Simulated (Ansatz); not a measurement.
Magnesium (dhcp) across density functionals

All rows: Ansatz, plane waves with scalar-relativistic PAW, 420 eV (500 eV for the SCAN forms), relaxed under each functional, no dispersion correction, no zero-point motion. B₀ comes from uniform scaling at fixed shape; a dash is a value not given.

| functional | V (Å³/atom) | cell | B₀ (GPa) | magnetic state | ΔE to hcp (meV/atom) |
| --- | --- | --- | --- | --- | --- |
| PBE | 23.01 | a = 3.197 Å, c = 10.398 Å (c/a = 3.253) | 35 | spin not included | 5 |
| r²SCAN | 22.63 | a = 3.180 Å, c = 10.336 Å (c/a = 3.250) | 39 | spin not included | 7 |
| PBEsol | 22.57 | a = 3.176 Å, c = 10.331 Å (c/a = 3.252) | 37 | spin not included | 5 |
| LDA | 21.67 | a = 3.134 Å, c = 10.192 Å (c/a = 3.252) | 39 | spin not included | 5 |
| revPBE | 23.63 | a = 3.225 Å, c = 10.492 Å (c/a = 3.253) | 34 | spin not included | 6 |
| RPBE | 23.77 | a = 3.232 Å, c = 10.512 Å (c/a = 3.253) | 34 | spin not included | 6 |
| BLYP | 23.53 | a = 3.219 Å, c = 10.485 Å (c/a = 3.257) | 30 | spin not included | 6 |

LDA gives the smallest volume and RPBE the largest.
